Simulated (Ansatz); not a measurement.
Basis-set extrapolation for C₃H₄O (`C#CCO`) (PBE0-D4/def2-TZVP geometry, frozen core, Ansatz 0.2.0). Multiplicity 1, RHF reference.

```tsv
	cc-pV(T+d)Z	cc-pV(Q+d)Z
HF	-190.785489	-190.799305
MP2 correlation	-0.713400	-0.762755
CCSD(T) correlation	-0.765465	-0.810057
```

Energies in hartree. Use E(X) = E(∞) + A·exp(−5.46·√X) for Hartree–Fock and E(X) = E(∞) + B·X^(−3.05) for correlation, with X = 3 and 4.

Question: What is the CCSD(T) energy at the basis-set limit?

Answer: HF limit: -190.799305 + (-0.013816) × 0.30130 = -190.80347. Correlation limit: -0.810057 + (-0.044592) × 0.71189 = -0.84180. Total: -191.64527 hartree, 247.6 kJ/mol below CCSD(T)/cc-pV(T+d)Z.
